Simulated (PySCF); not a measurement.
Two species compared at the same levels of theory.

First species: 3-butenoic acid, C₄H₆O₂.
Cartesian coordinates in Å at the GFN2-xTB level; atoms count from 1:
```
atom  x, y, z in Å
C1    -1.9498    0.4640    0.0203
C2    -0.9666   -0.2920   -0.4278
C3     0.2137   -0.7123    0.4008
C4     1.4540   -0.0908   -0.1998
O5     1.9991   -0.4498   -1.2070
O6     1.8764    0.9567    0.5176
H7    -1.9726    0.8245    1.0357
H8    -2.7778    0.7468   -0.6065
H9    -0.9505   -0.6409   -1.4512
H10    0.3201   -1.7980    0.3598
H11    0.1044   -0.3764    1.4308
H12    2.6509    1.3675    0.1012
```

Second species: C4H6O2.
SMILES: `CCC(=O)C=O`

Levels: CAM-B3LYP/def2-SVPD for dipole moment, HOMO energy, LUMO energy, HOMO–LUMO gap, static isotropic polarisability and electronic spatial extent ⟨r²⟩ about the centre of nuclear charge; TDDFT CAM-B3LYP/def2-SVPD for lowest singlet excitation; TDA CAM-B3LYP/def2-SVPD for lowest triplet excitation (Tamm–Dancoff); GFN2-xTB for rotational constant A and rotational constant C. Geometries: GFN2-xTB. All species are isolated and taken at one optimised geometry, non-relativistic unless stated. Electronic properties by PySCF.

The conformers computed, where there is a choice (atom-mapped SMILES and torsion angles):
- `[CH2:1]=[CH:2][CH2:3][C:4](=[O:5])[OH:6]`: C1–C2–C3–C4 -115°, C2–C3–C4–O5 -75°, H–O6–C4–C3 -178°
- `[CH3:1][CH2:2][C:3](=[O:4])[CH:5]=[O:6]`: C1–C2–C3–O4 0°, C2–C3–C5–O6 0°

(1) Which has the higher LUMO energy?

(2) Which has the higher HOMO energy?

(3) Which of the two has the higher dipole moment, and by how much?

(4) Which of the two has the higher rotational constant A, and by how much?

(5) Which has the higher rotational constant C?

(6) Which has the higher static isotropic polarisability?

(7) Which has the higher HOMO–LUMO gap?

(8) Which has the higher ⟨r²⟩?

## Answers

(1) The first: 0.73 eV against -1.64 eV, a difference of 2.37 eV.

(2) The second: -9.03 eV against -9.14 eV, a difference of 0.11 eV.

(3) The first: 1.77 D against 1.08 D, a difference of 0.69 D.

(4) The first: 7.252 GHz against 6.654 GHz, a difference of 0.598 GHz.

(5) The first: 2.010 GHz against 1.881 GHz, a difference of 0.129 GHz.

(6) The first: 56.1 au against 53.4 au, a difference of 2.7 au.

(7) The first: 9.87 eV against 7.39 eV, a difference of 2.48 eV.

(8) The second: 634 bohr² against 628 bohr², a difference of 6 bohr².

On the first: The dipole equals about 5.9 × 10⁻³⁰ C·m (1 D = 3.33564 × 10⁻³⁰ C·m). In wavenumbers S1 is 46900 cm⁻¹ (1 eV = 8065.54 cm⁻¹).

On the second: In atomic units the dipole is 0.42 e·bohr (1 au = 2.5417 D). S1 lies 4.58 eV below the HOMO–LUMO gap; its leading configuration is HOMO→LUMO, weight 0.97.
